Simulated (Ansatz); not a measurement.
## C3H2O (2-cyclopropen-1-one): from total energies to a heat of formation

C3H2O: 6 atoms, total charge 0, spin state singlet. As SMILES, `O=c1cc1`. The shape is that of a PBE0-D4/def2-TZVP optimisation.

Total energies at CCSD(T)/def2-SVPD, 4 core orbitals frozen (Ansatz 0.2.0); the atoms run unrestricted:

```tsv
species	state	energy (Eh)
C3H2O	singlet	-190.013930
O	triplet	-74.849652
C	triplet	-37.721976
H	doublet	-0.499278
```

Harmonic wavenumbers at PBE0-D4/def2-TZVP, in cm⁻¹: 480, 532, 780, 848, 864, 994, 1056, 1169, 1586, 1970, 3207, 3240.

Measured heats of formation of the gaseous atoms at 298.15 K, in kJ/mol: O 249.2, C 716.9, H 218.0. Spin-orbit lowering of the atoms at 298 K (mean of the ground term's levels less their thermal mean, from spectra), in kJ/mol: O 0.40, C 0.02. Take 1 Eh = 2625.50 kJ/mol, 1 cm⁻¹ = 0.0119627 kJ/mol, RT = 2.479 kJ/mol.

Q: What heat of formation follows?

A: 
1. Electronic atomisation energy: (-74.849652) + 3 × (-37.721976) + 2 × (-0.499278) − (-190.013930) = 0.999794 Eh = 2625.0 kJ/mol.
2. Zero-point energy: half the sum of the wavenumbers, 8363 cm⁻¹ = 100.0 kJ/mol.
3. Thermal vibrational enthalpy, Σ hcν̃/(exp(hcν̃/kT) − 1): 2.0 kJ/mol. Translation, rotation and pV of a non-linear molecule: 4 RT = 9.9 kJ/mol.
4. The 6 free atoms carry 5/2 RT each: 37.2 kJ/mol.
5. Spin-orbit coupling lowers the free atoms by 0.40 + 3 × 0.02 = 0.5 kJ/mol.
6. Atomisation enthalpy at 298 K: 2625.0 − 0.5 − 100.0 − 2.0 − 9.9 + 37.2 = 2549.8 kJ/mol.
7. Sum of the atoms' heats of formation: 2835.9 kJ/mol. Heat of formation: 2835.9 − 2549.8 = +286.1 kJ/mol.

No measured value is set beside it here. A double-zeta basis underbinds. Anharmonicity and any spin-orbit splitting of the molecule are left out, and so is core correlation.
